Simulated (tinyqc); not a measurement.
ROHF in the sto-3g basis, for CH2, spin multiplicity 3, step by step (part 1 of 2). Computed by tinyqc, a small Python program that keeps every step (integrals from PySCF). Settings: charge = 0, multiplicity = 3, basis = sto-3g, energy threshold = 1e-08, iteration cap = 76, orthogonalisation = symmetric, start = Wolfsberg-Helmholz matrix, DIIS depth = 0, method = ROHF. Command: `OMP_NUM_THREADS=1 python tinyqc.py 21288 21289 out.jsonl` (the two numbers bound the seeds that draw the settings). One thread of a shared host (Intel(R) Xeon(R) Processor @ 2.60GHz), about 0.1 s of CPU time with the checks. Later iterations appear only in the table of the cycle.

## One-electron integrals

Geometry (angstrom):
```
atom         x          y         z
C     0.000000   0.000000  0.000000
H     0.000000   1.124000  0.701000
H     0.000000  -1.124000  0.701000
```

Basis sto-3g: exponents (1/bohr^2) and contraction coefficients of normalised primitives:
```
element  l (shell)   exponent  coefficient
C            s (1)  71.616837     0.154329
C            s (1)  13.045096     0.535328
C            s (1)   3.530512     0.444635
C            s (2)   2.941249    -0.099967
C            s (2)   0.683483     0.399513
C            s (2)   0.222290     0.700115
C            p (3)   2.941249     0.155916
C            p (3)   0.683483     0.607684
C            p (3)   0.222290     0.391957
H            s (1)   3.425251     0.154329
H            s (1)   0.623914     0.535328
H            s (1)   0.168855     0.444635
```

Overlap, kinetic and nuclear-attraction integrals over the contracted functions; the nuclear repulsion is the sum of Za Zb / Rab.

nuclear repulsion = 5.02910531 hartree

overlap S:
```
           1C 1s     1C 2s    1C 2px     1C 2py    1C 2pz     2H 1s      3H 1s
1C 1s   1.000000  0.248362  0.000000   0.000000  0.000000  0.036233   0.036233
1C 2s   0.248362  1.000000  0.000000   0.000000  0.000000  0.365203   0.365203
1C 2px  0.000000  0.000000  1.000000   0.000000  0.000000  0.000000   0.000000
1C 2py  0.000000  0.000000  0.000000   1.000000  0.000000  0.321857  -0.321857
1C 2pz  0.000000  0.000000  0.000000   0.000000  1.000000  0.200731   0.200731
2H 1s   0.036233  0.365203  0.000000   0.321857  0.200731  1.000000   0.078248
3H 1s   0.036233  0.365203  0.000000  -0.321857  0.200731  0.078248   1.000000
```

kinetic energy T (hartree):
```
            1C 1s      1C 2s    1C 2px     1C 2py    1C 2pz      2H 1s      3H 1s
1C 1s   15.891122  -0.085890  0.000000   0.000000  0.000000  -0.010853  -0.010853
1C 2s   -0.085890   0.472250  0.000000   0.000000  0.000000   0.045800   0.045800
1C 2px   0.000000   0.000000  1.477728   0.000000  0.000000   0.000000   0.000000
1C 2py   0.000000   0.000000  0.000000   1.477728  0.000000   0.118779  -0.118779
1C 2pz   0.000000   0.000000  0.000000   0.000000  1.477728   0.074078   0.074078
2H 1s   -0.010853   0.045800  0.000000   0.118779  0.074078   0.760032  -0.011474
3H 1s   -0.010853   0.045800  0.000000  -0.118779  0.074078  -0.011474   0.760032
```

nuclear attraction V (hartree):
```
             1C 1s      1C 2s     1C 2px     1C 2py     1C 2pz      2H 1s      3H 1s
1C 1s   -34.451692  -4.390658   0.000000   0.000000  -0.012136  -0.649256  -0.649256
1C 2s    -4.390658  -5.981297   0.000000   0.000000  -0.134406  -1.748346  -1.748346
1C 2px    0.000000   0.000000  -5.883108   0.000000   0.000000   0.000000   0.000000
1C 2py    0.000000   0.000000   0.000000  -6.004059   0.000000  -1.409494   1.409494
1C 2pz   -0.012136  -0.134406   0.000000   0.000000  -5.930153  -0.903130  -0.903130
2H 1s    -0.649256  -1.748346   0.000000  -1.409494  -0.903130  -3.838628  -0.334397
3H 1s    -0.649256  -1.748346   0.000000   1.409494  -0.903130  -0.334397  -3.838628
```

core Hamiltonian H = T + V (hartree):
```
             1C 1s      1C 2s     1C 2px     1C 2py     1C 2pz      2H 1s      3H 1s
1C 1s   -18.560570  -4.476548   0.000000   0.000000  -0.012136  -0.660108  -0.660108
1C 2s    -4.476548  -5.509047   0.000000   0.000000  -0.134406  -1.702547  -1.702547
1C 2px    0.000000   0.000000  -4.405380   0.000000   0.000000   0.000000   0.000000
1C 2py    0.000000   0.000000   0.000000  -4.526331   0.000000  -1.290715   1.290715
1C 2pz   -0.012136  -0.134406   0.000000   0.000000  -4.452425  -0.829052  -0.829052
2H 1s    -0.660108  -1.702547   0.000000  -1.290715  -0.829052  -3.078596  -0.345871
3H 1s    -0.660108  -1.702547   0.000000   1.290715  -0.829052  -0.345871  -3.078596
```

## Two-electron integrals

Functions are numbered as in S; the eight-fold symmetry (ij|kl) = (ji|kl) = (kl|ij) leaves the list below.

Two-electron integrals (ij|kl) in chemists' order, unique and non-zero (hartree):
```
(11|11) 3.541948    (21|11) 0.576921    (21|21) 0.111888    (22|11) 0.854682
(22|21) 0.205284    (22|22) 0.624709    (31|31) 0.020296    (32|31) 0.030858
(32|32) 0.137996    (33|11) 0.852436    (33|21) 0.205335    (33|22) 0.624568
(33|33) 0.672833    (41|41) 0.020296    (42|41) 0.030858    (42|42) 0.137996
(43|43) 0.036269    (44|11) 0.852436    (44|21) 0.205335    (44|22) 0.624568
(44|33) 0.600295    (44|44) 0.672833    (51|51) 0.020296    (52|51) 0.030858
(52|52) 0.137996    (53|53) 0.036269    (54|54) 0.036269    (55|11) 0.852436
(55|21) 0.205335    (55|22) 0.624568    (55|33) 0.600295    (55|44) 0.600295
(55|55) 0.672833    (61|11) 0.084452    (61|21) 0.016293    (61|22) 0.029887
(61|33) 0.029789    (61|41) 0.000816    (61|42) 0.001537    (61|44) 0.030008
(61|51) 0.000509    (61|52) 0.000959    (61|54) 0.000136    (61|55) 0.029875
(61|61) 0.002423    (62|11) 0.227446    (62|21) 0.055482    (62|22) 0.189040
(62|33) 0.184297    (62|41) 0.004451    (62|42) 0.032360    (62|44) 0.194405
(62|51) 0.002776    (62|52) 0.020182    (62|54) 0.006304    (62|55) 0.188229
(62|61) 0.008436    (62|62) 0.078971    (63|31) 0.005309    (63|32) 0.028994
(63|43) 0.006108    (63|53) 0.003810    (63|63) 0.009011    (64|11) 0.173165
(64|21) 0.042751    (64|22) 0.154451    (64|33) 0.146808    (64|41) 0.008249
(64|42) 0.053155    (64|44) 0.166611    (64|51) 0.001833    (64|52) 0.015068
(64|54) 0.008541    (64|55) 0.149759    (64|61) 0.006762    (64|62) 0.076476
(64|64) 0.081724    (65|11) 0.107997    (65|21) 0.026662    (65|22) 0.096326
(65|33) 0.091559    (65|41) 0.001833    (65|42) 0.015068    (65|44) 0.096290
(65|51) 0.006453    (65|52) 0.038391    (65|54) 0.009059    (65|55) 0.101018
(65|61) 0.004217    (65|62) 0.047696    (65|64) 0.045349    (65|65) 0.037293
(66|11) 0.395864    (66|21) 0.098155    (66|22) 0.382090    (66|33) 0.362718
(66|41) 0.009087    (66|42) 0.090973    (66|44) 0.404177    (66|51) 0.005667
(66|52) 0.056737    (66|54) 0.025857    (66|55) 0.378844    (66|61) 0.015070
(66|62) 0.210726    (66|64) 0.224383    (66|65) 0.139940    (66|66) 0.774606
(71|11) 0.084452    (71|21) 0.016293    (71|22) 0.029887    (71|33) 0.029789
(71|41) -0.000816   (71|42) -0.001537   (71|44) 0.030008    (71|51) 0.000509
(71|52) 0.000959    (71|54) -0.000136   (71|55) 0.029875    (71|61) 0.002352
(71|62) 0.007937    (71|64) 0.005867    (71|65) 0.003979    (71|66) 0.014004
(71|71) 0.002423    (72|11) 0.227446    (72|21) 0.055482    (72|22) 0.189040
(72|33) 0.184297    (72|41) -0.004451   (72|42) -0.032360   (72|44) 0.194405
(72|51) 0.002776    (72|52) 0.020182    (72|54) -0.006304   (72|55) 0.188229
(72|61) 0.007937    (72|62) 0.054145    (72|64) 0.038385    (72|65) 0.031840
(72|66) 0.110200    (72|71) 0.008436    (72|72) 0.078971    (73|31) 0.005309
(73|32) 0.028994    (73|43) -0.006108   (73|53) 0.003810    (73|63) 0.005712
(73|73) 0.009011    (74|11) -0.173165   (74|21) -0.042751   (74|22) -0.154451
(74|33) -0.146808   (74|41) 0.008249    (74|42) 0.053155    (74|44) -0.166611
(74|51) -0.001833   (74|52) -0.015068   (74|54) 0.008541    (74|55) -0.149759
(74|61) -0.005867   (74|62) -0.038385   (74|64) -0.022471   (74|65) -0.022203
(74|66) -0.074616   (74|71) -0.006762   (74|72) -0.076476   (74|74) 0.081724
(75|11) 0.107997    (75|21) 0.026662    (75|22) 0.096326    (75|33) 0.091559
(75|41) -0.001833   (75|42) -0.015068   (75|44) 0.096290    (75|51) 0.006453
(75|52) 0.038391    (75|54) -0.009059   (75|55) 0.101018    (75|61) 0.003979
(75|62) 0.031840    (75|64) 0.022203    (75|65) 0.024052    (75|66) 0.068279
(75|71) 0.004217    (75|72) 0.047696    (75|74) -0.045349   (75|75) 0.037293
(76|11) 0.042335    (76|21) 0.010376    (76|22) 0.036910    (76|33) 0.035878
(76|44) 0.036949    (76|51) 0.000855    (76|52) 0.006752    (76|55) 0.037863
(76|61) 0.001542    (76|62) 0.013751    (76|64) 0.011642    (76|65) 0.009137
(76|66) 0.034366    (76|71) 0.001542    (76|72) 0.013751    (76|74) -0.011642
(76|75) 0.009137    (76|76) 0.003043    (77|11) 0.395864    (77|21) 0.098155
(77|22) 0.382090    (77|33) 0.362718    (77|41) -0.009087   (77|42) -0.090973
(77|44) 0.404177    (77|51) 0.005667    (77|52) 0.056737    (77|54) -0.025857
(77|55) 0.378844    (77|61) 0.014004    (77|62) 0.110200    (77|64) 0.074616
(77|65) 0.068279    (77|66) 0.235091    (77|71) 0.015070    (77|72) 0.210726
(77|74) -0.224383   (77|75) 0.139940    (77|76) 0.034366    (77|77) 0.774606
```

## Orthogonalisation

S = U s U^T; symmetric (Loewdin) form X = U s^(-1/2) U^T, so that X^T S X = 1.

eigenvalues of S: 0.419365  0.504023  0.875292  1.000000  1.100496  1.417729  1.683095

X:
```
            1C 1s      1C 2s    1C 2px     1C 2py     1C 2pz      2H 1s      3H 1s
1C 1s    1.026242  -0.144421  0.000000   0.000000  -0.008102   0.021736   0.021736
1C 2s   -0.144421   1.155912  0.000000   0.000000   0.070469  -0.225341  -0.225341
1C 2px   0.000000   0.000000  1.000000   0.000000   0.000000   0.000000   0.000000
1C 2py   0.000000   0.000000  0.000000   1.099854   0.000000  -0.200329   0.200329
1C 2pz  -0.008102   0.070469  0.000000   0.000000   1.037715  -0.121102  -0.121102
2H 1s    0.021736  -0.225341  0.000000  -0.200329  -0.121102   1.132905  -0.015652
3H 1s    0.021736  -0.225341  0.000000   0.200329  -0.121102  -0.015652   1.132905
```

## Starting guess

The start is the generalised Wolfsberg-Helmholz matrix (K = 1.75) built on H; D(s) = C_occ C_occ^T for each spin.

D(alpha) at the start:
```
            1C 1s      1C 2s    1C 2px     1C 2py     1C 2pz      2H 1s      3H 1s
1C 1s    1.033654  -0.136474  0.000000   0.000000   0.057752  -0.077870  -0.077870
1C 2s   -0.136474   0.600014  0.000000   0.000000  -0.200379   0.197726   0.197726
1C 2px   0.000000   0.000000  1.000000   0.000000   0.000000   0.000000   0.000000
1C 2py   0.000000   0.000000  0.000000   0.634361   0.000000   0.196685  -0.196685
1C 2pz   0.057752  -0.200379  0.000000   0.000000   0.915868   0.066208   0.066208
2H 1s   -0.077870   0.197726  0.000000   0.196685   0.066208   0.147947   0.025982
3H 1s   -0.077870   0.197726  0.000000  -0.196685   0.066208   0.025982   0.147947
```

D(beta) at the start:
```
            1C 1s      1C 2s    1C 2px     1C 2py     1C 2pz      2H 1s      3H 1s
1C 1s    1.016492  -0.078694  0.000000   0.000000  -0.060745  -0.074191  -0.074191
1C 2s   -0.078694   0.405488  0.000000   0.000000   0.198557   0.185342   0.185342
1C 2px   0.000000   0.000000  0.000000   0.000000   0.000000   0.000000   0.000000
1C 2py   0.000000   0.000000  0.000000   0.634361   0.000000   0.196685  -0.196685
1C 2pz  -0.060745   0.198557  0.000000   0.000000   0.097721   0.091605   0.091605
2H 1s   -0.074191   0.185342  0.000000   0.196685   0.091605   0.147159   0.025193
3H 1s   -0.074191   0.185342  0.000000  -0.196685   0.091605   0.025193   0.147159
```

## Iteration 1: building the Fock matrix

J_ij = sum D_kl (ij|kl) with D = D(alpha) + D(beta), K_ij = sum D_kl (ik|jl) for each spin; F = H + J - K(s); E = tr D H + tr D J / 2 - 0.5 sum_s tr D(s) K(s) + E_nn.

Coulomb J (hartree):
```
            1C 1s     1C 2s    1C 2px     1C 2py    1C 2pz     2H 1s      3H 1s
1C 1s   11.546349  2.233207  0.000000   0.000000  0.014100  0.326666   0.326666
1C 2s    2.233207  5.146660  0.000000   0.000000  0.111775  1.562730   1.562730
1C 2px   0.000000  0.000000  5.100976   0.000000  0.000000  0.000000   0.000000
1C 2py   0.000000  0.000000  0.000000   5.194550  0.000000  1.278718  -1.278718
1C 2pz   0.014100  0.111775  0.000000   0.000000  5.128270  0.816061   0.816061
2H 1s    0.326666  1.562730  0.000000   1.278718  0.816061  3.252260   0.305359
3H 1s    0.326666  1.562730  0.000000  -1.278718  0.816061  0.305359   3.252260
```

exchange K(alpha) (hartree):
```
           1C 1s      1C 2s    1C 2px     1C 2py     1C 2pz     2H 1s      3H 1s
1C 1s   3.610772   0.667852  0.000000   0.000000   0.004138  0.100142   0.100142
1C 2s   0.667852   0.975593  0.000000   0.000000  -0.043491  0.365468   0.365468
1C 2px  0.000000   0.000000  0.854469   0.000000   0.000000  0.000000   0.000000
1C 2py  0.000000   0.000000  0.000000   0.787487   0.000000  0.285916  -0.285916
1C 2pz  0.004138  -0.043491  0.000000   0.000000   0.845378  0.163050   0.163050
2H 1s   0.100142   0.365468  0.000000   0.285916   0.163050  0.430413   0.082368
3H 1s   0.100142   0.365468  0.000000  -0.285916   0.163050  0.082368   0.430413
```

exchange K(beta) (hartree):
```
            1C 1s     1C 2s    1C 2px     1C 2py     1C 2pz     2H 1s      3H 1s
1C 1s    3.558465  0.617604  0.000000   0.000000  -0.003105  0.090712   0.090712
1C 2s    0.617604  0.618268  0.000000   0.000000   0.241453  0.313130   0.313130
1C 2px   0.000000  0.000000  0.127343   0.000000   0.000000  0.000000   0.000000
1C 2py   0.000000  0.000000  0.000000   0.696182   0.000000  0.274291  -0.274291
1C 2pz  -0.003105  0.241453  0.000000   0.000000   0.243365  0.169222   0.169222
2H 1s    0.090712  0.313130  0.000000   0.274291   0.169222  0.414985   0.072518
3H 1s    0.090712  0.313130  0.000000  -0.274291   0.169222  0.072518   0.414985
```

F(alpha) (hartree):
```
             1C 1s      1C 2s     1C 2px     1C 2py     1C 2pz      2H 1s      3H 1s
1C 1s   -10.624993  -2.911192   0.000000   0.000000  -0.002173  -0.433584  -0.433584
1C 2s    -2.911192  -1.337979   0.000000   0.000000   0.020860  -0.505285  -0.505285
1C 2px    0.000000   0.000000  -0.158873   0.000000   0.000000   0.000000   0.000000
1C 2py    0.000000   0.000000   0.000000  -0.119269   0.000000  -0.297914   0.297914
1C 2pz   -0.002173   0.020860   0.000000   0.000000  -0.169533  -0.176040  -0.176040
2H 1s    -0.433584  -0.505285   0.000000  -0.297914  -0.176040  -0.256749  -0.122880
3H 1s    -0.433584  -0.505285   0.000000   0.297914  -0.176040  -0.122880  -0.256749
```

F(beta) (hartree):
```
             1C 1s      1C 2s    1C 2px     1C 2py     1C 2pz      2H 1s      3H 1s
1C 1s   -10.572687  -2.860945  0.000000   0.000000   0.005070  -0.424154  -0.424154
1C 2s    -2.860945  -0.980655  0.000000   0.000000  -0.264084  -0.452947  -0.452947
1C 2px    0.000000   0.000000  0.568253   0.000000   0.000000   0.000000   0.000000
1C 2py    0.000000   0.000000  0.000000  -0.027964   0.000000  -0.286289   0.286289
1C 2pz    0.005070  -0.264084  0.000000   0.000000   0.432479  -0.182212  -0.182212
2H 1s    -0.424154  -0.452947  0.000000  -0.286289  -0.182212  -0.241321  -0.113030
3H 1s    -0.424154  -0.452947  0.000000   0.286289  -0.182212  -0.113030  -0.241321
```

total energy of this density = -38.12604674 hartree

## Iteration 1: Roothaan effective Fock matrix

With projectors Pc = D(beta) S, Po = (D(alpha) - D(beta)) S, Pv = 1 - D(alpha) S, the block xy is Px^T F Py; with Fc = (F(alpha) + F(beta))/2, the blocks are Fc for cc, oo, vv and cv, F(beta) for co and F(alpha) for ov.

effective F (hartree):
```
             1C 1s      1C 2s    1C 2px     1C 2py     1C 2pz      2H 1s      3H 1s
1C 1s   -10.599364  -2.880755  0.000000   0.000000  -0.010812  -0.429361  -0.429361
1C 2s    -2.880755  -1.138713  0.000000   0.000000  -0.138107  -0.466630  -0.466630
1C 2px    0.000000   0.000000  0.204690   0.000000   0.000000   0.000000   0.000000
1C 2py    0.000000   0.000000  0.000000  -0.073616   0.000000  -0.292101   0.292101
1C 2pz   -0.010812  -0.138107  0.000000   0.000000   0.110846  -0.204812  -0.204812
2H 1s    -0.429361  -0.466630  0.000000  -0.292101  -0.204812  -0.248745  -0.117664
3H 1s    -0.429361  -0.466630  0.000000   0.292101  -0.204812  -0.117664  -0.248745
```

## Iteration 1: diagonalisation and new density

Diagonalise F' = X^T F X, C = X C', fill 5 alpha and 3 beta electrons from the bottom; D(s) = C_occ C_occ^T. Each column has its largest component positive (the first on a tie).

F' = X^T F X (hartree):
```
            1          2         3          4          5          6          7
1  -10.365576  -1.564815  0.000000   0.000000  -0.022245  -0.018270  -0.018270
2   -1.564815  -0.396375  0.000000   0.000000   0.002684  -0.327464  -0.327464
3    0.000000   0.000000  0.204690   0.000000   0.000000   0.000000   0.000000
4    0.000000   0.000000  0.000000   0.157865   0.000000  -0.346061   0.346061
5   -0.022245   0.002684  0.000000   0.000000   0.202738  -0.220382  -0.220382
6   -0.018270  -0.327464  0.000000  -0.346061  -0.220382   0.045383  -0.044626
7   -0.018270  -0.327464  0.000000   0.346061  -0.220382  -0.044626   0.045383
```

orbital energies (hartree): MO1 -10.606346, MO2 -0.590433, MO3 -0.366641, MO4 0.074943, MO5 0.204690, MO6 0.563381, MO7 0.614515

coefficients C:
```
              MO1        MO2        MO3        MO4       MO5        MO6        MO7
1C 1s    0.992614  -0.196185   0.000000  -0.169518  0.000000  -0.150107   0.000000
1C 2s    0.030091   0.615821   0.000000   0.708830  0.000000   0.762189   0.000000
1C 2px   0.000000   0.000000   0.000000   0.000000  1.000000   0.000000   0.000000
1C 2py   0.000000   0.000000   0.543200   0.000000  0.000000   0.000000   0.997435
1C 2pz   0.003481   0.202011   0.000000  -0.699048  0.000000   0.762710   0.000000
2H 1s   -0.005825   0.340337   0.457137  -0.275544  0.000000  -0.705873  -0.700535
3H 1s   -0.005825   0.340337  -0.457137  -0.275544  0.000000  -0.705873   0.700535
```

D(alpha) after iteration 1:
```
            1C 1s      1C 2s    1C 2px     1C 2py     1C 2pz      2H 1s      3H 1s
1C 1s    1.052508  -0.211106  0.000000   0.000000   0.082325  -0.025841  -0.025841
1C 2s   -0.211106   0.882582  0.000000   0.000000  -0.370999   0.014098   0.014098
1C 2px   0.000000   0.000000  1.000000   0.000000   0.000000   0.000000   0.000000
1C 2py   0.000000   0.000000  0.000000   0.295066   0.000000   0.248317  -0.248317
1C 2pz   0.082325  -0.370999  0.000000   0.000000   0.529489   0.261350   0.261350
2H 1s   -0.025841   0.014098  0.000000   0.248317   0.261350   0.400762  -0.017186
3H 1s   -0.025841   0.014098  0.000000  -0.248317   0.261350  -0.017186   0.400762
```

D(beta) after iteration 1:
```
            1C 1s      1C 2s    1C 2px     1C 2py     1C 2pz      2H 1s      3H 1s
1C 1s    1.023772  -0.090947  0.000000   0.000000  -0.036177  -0.072551  -0.072551
1C 2s   -0.090947   0.380142  0.000000   0.000000   0.124508   0.209412   0.209412
1C 2px   0.000000   0.000000  0.000000   0.000000   0.000000   0.000000   0.000000
1C 2py   0.000000   0.000000  0.000000   0.295066   0.000000   0.248317  -0.248317
1C 2pz  -0.036177   0.124508  0.000000   0.000000   0.040821   0.068732   0.068732
2H 1s   -0.072551   0.209412  0.000000   0.248317   0.068732   0.324837  -0.093111
3H 1s   -0.072551   0.209412  0.000000  -0.248317   0.068732  -0.093111   0.324837
```
